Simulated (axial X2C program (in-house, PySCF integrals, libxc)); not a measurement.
**FBF: bond lengths and stretches, held linear**

Aim: the two bond lengths and stretching wavenumbers of linear FBF, with and without spin–orbit coupling, at PBE0, HF, TPSSh, MP2.

Computed with an in-house X2C program for linear molecules on PySCF integrals. Level: all-electron X2C, two-component (2c) or spin-free, F dyall-av3z, B dyall-v3z.

All values are calculated.

2 further runs of the same task are left out: 2 set aside as unsound or not needed.

## Step 1: The job

task.json

```json
{
 "zs": [
  9,
  5,
  9
 ],
 "q": 0,
 "bas": [
  "dyall-av3z",
  "dyall-v3z",
  "dyall-av3z"
 ],
 "r0": [
  1.49,
  1.49
 ],
 "symm": 1,
 "scan": [
  "PBE0",
  "HF",
  "TPSSh"
 ],
 "levels": [
  "PBE0",
  "HF",
  "B3LYP"
 ],
 "nst": 2
}
```

Keys: zs atomic numbers; q charge; bas basis sets; r0 starting distance in Å; symm equal bonds; scan levels of the two-bond scan (MP2 follows by itself at each HF point); levels methods; nst determinants followed.

Run with:

```sh
python solin.py task.json out
```

Masses F 18.998, B 11.009, F 18.998 u.

## Step 2: Scan at PBE0, 2c

State: Ω = 1/2 (beyond evenly filled blocks: ω = 1/2). Energies above the lowest point, from the job's result record:

| r(F–B) (Å) | r(B–F) (Å) | E (meV) |
| --- | --- | --- |
| 1.2763 | 1.2763 | 35.34 |
| 1.2763 | 1.3090 | 16.17 |
| 1.2763 | 1.3417 | 29.74 |
| 1.3090 | 1.2763 | 16.17 |
| 1.3090 | 1.3090 | 0.00 |
| 1.3090 | 1.3417 | 16.80 |
| 1.3090 | 1.3744 | 57.91 |
| 1.3417 | 1.2763 | 29.74 |
| 1.3417 | 1.3090 | 16.80 |
| 1.3417 | 1.3417 | 37.10 |
| 1.3744 | 1.3090 | 57.91 |
| 1.3744 | 1.3744 | 131.06 |

A quadratic surface with cubic terms in each bond gives the minimum at 1.307 and 1.307 Å, force constants 5.04, 5.04 and coupling 0.53 mdyn/Å.

## Step 3: Scan at HF, 2c

State: Ω = 1/2 (beyond evenly filled blocks: ω = 1/2). Energies above the lowest point, from the job's result record:

| r(F–B) (Å) | r(B–F) (Å) | E (meV) |
| --- | --- | --- |
| 1.2763 | 1.2763 | 0.00 |
| 1.2763 | 1.3090 | 22.96 |
| 1.2763 | 1.3417 | 75.72 |
| 1.3090 | 1.2763 | 22.96 |
| 1.3090 | 1.3090 | 47.39 |
| 1.3090 | 1.3417 | 101.90 |
| 1.3090 | 1.3744 | 177.10 |
| 1.3417 | 1.2763 | 75.72 |
| 1.3417 | 1.3090 | 101.90 |
| 1.3417 | 1.3417 | 158.55 |
| 1.3744 | 1.3090 | 177.10 |
| 1.3744 | 1.3744 | 317.30 |

A quadratic surface with cubic terms in each bond gives the minimum at 1.273 and 1.273 Å, force constants 6.12, 6.12 and coupling 0.33 mdyn/Å.

## Step 4: Scan at TPSSh, 2c

State: Ω = 1/2 (beyond evenly filled blocks: ω = 1/2). Energies above the lowest point, from the job's result record:

| r(F–B) (Å) | r(B–F) (Å) | E (meV) |
| --- | --- | --- |
| 1.2763 | 1.2763 | 67.92 |
| 1.2763 | 1.3090 | 32.50 |
| 1.2763 | 1.3417 | 30.35 |
| 1.3090 | 1.2763 | 32.50 |
| 1.3090 | 1.3090 | 0.00 |
| 1.3090 | 1.3417 | 1.02 |
| 1.3090 | 1.3744 | 27.05 |
| 1.3417 | 1.2763 | 30.35 |
| 1.3417 | 1.3090 | 1.02 |
| 1.3417 | 1.3417 | 5.51 |
| 1.3744 | 1.3090 | 27.05 |
| 1.3744 | 1.3744 | 69.27 |

A quadratic surface with cubic terms in each bond gives the minimum at 1.322 and 1.322 Å, force constants 4.54, 4.54 and coupling 0.52 mdyn/Å.

## Step 5: The levels side by side

| level | r(F–B) (Å) | r(B–F) (Å) | lower stretch (cm⁻¹) | upper stretch (cm⁻¹) |
| --- | --- | --- | --- | --- |
| PBE0, 2c | 1.307 | 1.307 | 705.3 | 1338.9 |
| HF, 2c | 1.273 | 1.273 | 759.2 | 1516.8 |
| TPSSh, 2c | 1.322 | 1.322 | 672.6 | 1263.4 |
| MP2, 2c | 1.310 | 1.310 | 718.1 | 1377.1 |
| PBE0, spin-free | 1.307 | 1.307 | 705.1 | 1339.9 |
| HF, spin-free | 1.273 | 1.273 | 758.9 | 1518.7 |
| TPSSh, spin-free | 1.322 | 1.322 | 672.3 | 1264.2 |
| MP2, spin-free | 1.310 | 1.310 | 717.9 | 1378.1 |

Scans not shown above were run alike.

In words: Over the levels the F–B bond spans 1.273 to 1.322 Å and the B–F bond 1.273 to 1.322 Å. At PBE0 spin–orbit coupling leaves both bonds unchanged to 0.001 Å. Each state is one determinant, the lowest of a limited PBE0 search; the stretches come from a fit to few points and are good to some per cent at best. The upper stretch spreads by more than a fifth over the levels, so it depends strongly on the method. The stretches are sorted by size, and where the two bonds are alike the symmetric and antisymmetric modes can swap order between levels. MP2 freezes inner shells (threshold -2 hartree). The molecule was held linear; bending was not examined, so a bent shape may lie lower.
